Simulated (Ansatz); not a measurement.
Born–Oppenheimer molecular dynamics of C2H5N (8 atoms, charge 0, multiplicity 1). It starts from a relaxed structure.

Theory: UKS PBE-D4/def2-SVP (Ansatz 0.2.0).

```yaml
ensemble: NVT, Nosé–Hoover chain
time_step: 1 fs
steps_asked: 150
set_temperature: 1500 K
thermostat: time constant 20 fs, chain length 3
temperature_schedule: 37 steps to 1500 K, then 113 steps to 4500 K
seed: 53362
```

First frame:

```xyz
8
Properties=species:S:1:pos:R:3
C -0.475 0.596 -0.317
C 0.667 -0.178 0.286
N 0.714 -1.417 0.603
H -0.171 1.046 -1.286
H -1.365 -0.045 -0.483
H -0.761 1.444 0.341
H 1.589 0.420 0.477
H -0.197 -1.865 0.379
```

(1) How far do the bonds stretch over the last three quarters of this one trajectory? (Pairs bonded in most of those frames.)

## Answers

(1) 
```
 bond  mean (Å)  spread (Å)  shortest  longest
C1–C2     1.552       0.098      1.35     1.74
C1–H4     1.141       0.084      1.00     1.29
C1–H5     1.144       0.087      0.97     1.36
C1–H6     1.143       0.087      1.00     1.33
C2–N3     1.291       0.054      1.19     1.41
C2–H7     1.215       0.171      0.93     1.48
N3–H8     1.072       0.070      0.95     1.20
```

Mean temperature of the second half: 3146 K. The conserved energy wandered by up to 19.6 meV per atom (net 16.1 meV per atom), which is poor conservation. The schedule's set-point averaged 3504 K over the second half and the system 3146 K. A run of 0.15 ps of so small a system gives no equilibrium averages.

Time of the run: 5.6 min on 1 thread of Intel(R) Xeon(R) Platinum 8488C (Sapphire Rapids), with other jobs on the host, peak memory 0.13 GiB.
